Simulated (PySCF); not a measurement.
Species: hexatriene, C₆H₈.
Geometry (GFN2-xTB, Å), atoms numbered from 1 in this order:
```
atom  x, y, z in Å
C1    -2.9572    0.9024   -0.4330
C2    -1.8929    0.3180    0.1136
C3    -0.5372    0.5984   -0.2776
C4     0.5374    0.0108    0.2741
C5     1.8927    0.2930   -0.1175
C6     2.9572   -0.2894    0.4306
H7    -3.9604    0.6720   -0.1190
H8    -2.8572    1.6341   -1.2179
H9    -2.0217   -0.4150    0.9001
H10   -0.4023    1.3306   -1.0641
H11    0.4032   -0.7213    1.0611
H12    2.0216    1.0253   -0.9046
H13    2.8560   -1.0212    1.2152
H14    3.9602   -0.0582    0.1168
```

Lines to be assigned: C 1s: 289.52 (area 2), 290.10 (area 2), 290.39 (area 2) eV.

Computed with delta-SCF UKS SCAN, pcX-2 on the ionised atom, pcseg-1 elsewhere, spin-free X2C in PySCF 2.14.0. Isolated species at its GFN2-xTB geometry (one conformer only).

Problem. Order the carbon atoms by C 1s binding energy.

Solution. 289.52 eV: C1/C6 (terminal =CH2 carbon); 290.10 eV: C3/C4 (alkene CH carbon); 290.39 eV: C2/C5 (alkene CH carbon). The listed C 1s values span 0.87 eV, from C1/C6 (bonded to C (double bond) and 2 H) to C2/C5 (bonded to C (double bond), C and H).

Bonded neighbours of each site: C1/C6: C (double bond) and 2 H; C2/C5: C (double bond), C and H; C3/C4: C (double bond), C and H.

Problem. Which photon energy gives electrons from C 1s of C1/C6 a kinetic energy of 100 eV, and what is their de Broglie wavelength?

Solution. hν = 289.52 + 100 = 389.52 eV, recoil neglected; λ = 12.264 Å/√(E/eV) = 1.23 Å.

Atoms equivalent by their bonding share one computed value, that of the first of them. Spin contamination (⟨S²⟩ against 0.75 for a pure doublet) is marked for C 1s of C2/C5 (1.00) and C 1s of C3/C4 (0.91), which makes these values less certain.

Hardware: an Arm Neoverse N1 with one thread, shared host. Cost: 40 s wall.
